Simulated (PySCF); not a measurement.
**PBE0/6-311++G(3df,3pd) run of [SiH3]+ (SMILES [SiH3+])**

What is the vertical ionisation energy of [SiH3]+ at PBE0/6-311++G(3df,3pd)? Input form: a Python script.

Program for the calculation: PySCF 2.14.0.

## (1) The molecule

[SiH3]+: 4 atoms, total charge +1, spin state singlet. As SMILES, `[SiH3+]`. Geometry: relaxed at PBE0-D4/def2-TZVP.

Bond lengths: Si1–H2 1.472 Å, Si1–H3 1.472 Å, Si1–H4 1.472 Å. Angles: H2–Si1–H3 120.0°, H2–Si1–H4 120.0°, H3–Si1–H4 120.0°.

## (2) A single-point energy at PBE0/6-311++G(3df,3pd)

input.py

```python
from pyscf import gto, dft

system = gto.M(
    atom=[
    ('Si', (-0.000000, -0.000000, 0.000000)),
    ('H', (0.686900, 0.675400, 1.113000)),
    ('H', (-0.118400, -1.467200, -0.009900)),
    ('H', (-0.568500, 0.791700, -1.103100)),
],
    spin=0,
    basis='6-311++g(3df,3pd)',
    max_memory=1860,
    verbose=3,
    charge=1,
)

myscf = dft.RKS(system)
myscf.xc = 'pbe0'
myscf.conv_tol = 1e-10
myscf.grids.level = 4
myscf.kernel()
if not myscf.converged:
    myscf = myscf.newton().run(myscf.mo_coeff, myscf.mo_occ)

e_final = myscf.e_tot
print(f'total energy: {e_final:.8f} hartree')
```

Command:

```sh
$ OMP_NUM_THREADS=1 python input.py
```

The program printed:

```text
converged SCF energy = -290.809105815667
total energy: -290.80910582 hartree
```

Run time: 7.5 s. Hardware: 1 thread of Intel Xeon Platinum 8175M at 2.50GHz (Skylake/Cascade Lake), shared host; peak memory 0.47 GiB.

## (3) Doublet [SiH3]2+, same level

job.py

```python
from pyscf import gto, dft

mol = gto.M(
    atom='''
Si     0.000000     0.000000     0.000000
H      1.298053     1.276321     2.103265
H     -0.223744    -2.772606    -0.018708
H     -1.074309     1.496096    -2.084557
''',
    basis='6-311++g(3df,3pd)',
    max_memory=1860,
    verbose=3,
    unit='bohr',
    spin=1,
    charge=2,
)

mf = dft.UKS(mol)
mf.xc = 'pbe0'
mf.grids.level = 4
mf.conv_tol = 1e-10
mf.kernel()
if not mf.converged:
    mf = mf.newton().run(mf.mo_coeff, mf.mo_occ)

e_final = mf.e_tot
print('Final energy', e_final)
```

Command:

```sh
$ OMP_NUM_THREADS=1 python job.py
```

The program printed:

```text
converged SCF energy = -290.049045329739  <S^2> = 0.76001897  2S+1 = 2.009994
Final energy -290.0490453297386
```

It took 17 s on 1 thread of Intel Xeon Platinum 8175M at 2.50GHz (Skylake/Cascade Lake), shared host; peak memory 0.48 GiB.

## (4) What came out

At PBE0/6-311++G(3df,3pd):

| quantity | value |
| --- | --- |
| singlet [SiH3]+: total energy | -290.80911 Eh |
| singlet [SiH3]+: HOMO energy | -17.70 eV |
| singlet [SiH3]+: LUMO energy | -10.23 eV |
| singlet [SiH3]+: HOMO–LUMO gap | 7.46 eV |
| doublet [SiH3]2+: total energy | -290.04905 Eh |
| doublet [SiH3]2+: HOMO energy (highest over α and β) | -25.46 eV |
| doublet [SiH3]2+: LUMO energy (lowest over α and β) | -23.53 eV |
| doublet [SiH3]2+: ⟨S²⟩ | 0.760 |
| vertical ionisation energy (to the doublet dication) | 20.682 eV |

What this shows: The vertical ionisation energy comes to 20.68 eV (477 kcal/mol). −ε(HOMO) before ionisation, 17.70 eV, is 2.99 eV below this ionisation energy.
